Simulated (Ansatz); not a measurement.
Species, as SMILES: FF (F2).
Atoms: F1, F2. Bonds: F1-F2.

Basis-set convergence of the optimised F1-F2 bond length at B3LYP with Ansatz (a quantum-chemistry and plane-wave program). Cartesian d functions, on some or all atoms, in 6-31+G*; all else is spherical. No added dispersion term, no relativity. Reference: the value in pcseg-4, 1.3955 Å, itself unsure by roughly 0.0003 Å (its mean distance from aug-pcseg-3, aug-cc-pVQZ, cc-pV5Z). Deviations are taken from unrounded values.

| basis | functions | optimised F1-F2 bond length (Å) | minus reference (Å) |
|---|---|---|---|
| 6-31+G* | 38 | 1.4106 | 0.0151 |
| 6-311+G** | 44 | 1.4080 | 0.0125 |
| aug-pcseg-1 | 46 | 1.4085 | 0.0130 |
| 6-311++G(2d,2p) | 54 | 1.3996 | 0.0041 |
| 6-311++G(3df,3pd) | 78 | 1.3943 | -0.0012 |
| cc-pCVTZ | 86 | 1.3961 | 0.0006 |
| aug-pcseg-2 | 92 | 1.3974 | 0.0019 |
| aug-pcseg-3 | 170 | 1.3955 | 0.0001 |

The smallest set listed that lies within 0.003 Å of the reference with all its larger relatives (same family, alike in diffuse functions; a set with none counts only in the reference's own line) is aug-pcseg-2 (92 functions, 0.0019 Å off). Inside, with no larger relative to test it: 6-311++G(3df,3pd), cc-pCVTZ.
